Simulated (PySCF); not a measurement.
**SiH: frontier orbitals**

BHandHLYP at R = 1.533 Å; PySCF, no relativity, basis sets Si pcseg-2, H pcseg-2. State: ²Π (doublet), unpaired electrons π ↑. Only the outer orbitals are listed, counted within each symmetry.

```
spin  orbital  occ.  ε (eV)  on Si (%)           main shells (%)
   α       4σ     1  -15.15         76           73 Si s, 23 H s
   α       5σ     1   -8.88         66  40 Si p, 34 H s, 24 Si s
   α       2π     1   -6.28        100                  100 Si p
   α       2π     0   -2.22        100                  100 Si p
   α       6σ     0    1.67         40           59 H s, 50 Si p
   α       7σ     0    3.70         46           52 H s, 42 Si p
   β       4σ     1  -14.28         67           63 Si s, 32 H s
   β       5σ     1   -8.49         73  41 Si p, 30 Si s, 27 H s
   β       2π     0   -2.02         99                  100 Si p
   β       2π     0   -1.22         99                   99 Si p
   β       6σ     0    1.82         39           61 H s, 45 Si p
```

**Question.** Which are the highest filled and the lowest empty level, where do they sit, and how wide is the gap?

**Answer.** Highest filled α 2π at -6.28 eV (in %: 100 Si p); lowest empty α 2π at -2.22 eV (in %: 100 Si p); the gap at BHandHLYP is 4.06 eV. Both belong to one degenerate shell, split only by its one-sided filling, so this is no excitation gap.

The bond order (Mayer) is 0.90, the ⟨S²⟩ is 0.755 and the charge on Si (Mulliken, basis-dependent) is 0.19. The charge on Si (Löwdin, basis-dependent) is 0.26 and the dipole moment (positive dipole means Si(−)H(+)) is 0.16 D.

The state is the lowest determinant that a PBE0 search found; another state may lie lower at other levels.
